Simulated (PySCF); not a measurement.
Compound: tricarbon monosulfide, C₃S (singlet state).
Bonds: C1–C2 (double), C2–C3 (double), C3–S4 (double).

Level: PBE0/pcSseg-1 in PySCF, non-relativistic, on one gas-phase PBE0-D3(BJ)/def2-SVP geometry that isn't relaxed in the solvent. The solvent is an IEF-PCM continuum (cavity from Bondi-type radii × 1.2). Specific hydrogen bonds and non-electrostatic terms are outside this model.

```json
{"run": "gas", "E − E(gas) (kcal/mol)": "0.00", "HOMO (eV)": "-8.67", "HOMO–LUMO gap (eV)": "5.09", "dipole (D)": "3.54"}
{"run": "P", "E − E(gas) (kcal/mol)": "-2.94", "HOMO (eV)": "-8.53", "HOMO–LUMO gap (eV)": "5.08", "dipole (D)": "5.09"}
{"run": "Q", "E − E(gas) (kcal/mol)": "-1.35", "HOMO (eV)": "-8.59", "HOMO–LUMO gap (eV)": "5.08", "dipole (D)": "4.23"}
```

Q: The runs were made in cyclohexane and tetrahydrofuran. Which run belongs to which solvent?

A: P = tetrahydrofuran, Q = cyclohexane. The dielectric constants are 2.017 (cyclohexane), 7.426 (tetrahydrofuran), and the energy falls further as ε rises. In this model the ground state sees the solvent through ε alone.

Q: How constant is the ratio of the lowering to (ε − 1)/(2ε + 1)?

A: 
```tsv
solvent	(ε − 1)/(2ε + 1)	E − E(gas) (kcal/mol)	ratio (kcal/mol)	polarisation term (kcal/mol)
cyclohexane	0.202	-1.35	-6.7	-1.58
tetrahydrofuran	0.405	-2.94	-7.3	-4.06
```

The ratio changes by +8.8 % in size from cyclohexane to tetrahydrofuran. The polarisation term is half the interaction of the solute with the induced surface charges.

Time: 1.6 s wall; peak memory 0.35 GiB. Hardware: an Arm Neoverse V2 with one thread, shared host with 32 logical CPUs at a one-minute load of 16. This is the whole shielding run at PBE0/pcSseg-1 in tetrahydrofuran, SCF included.
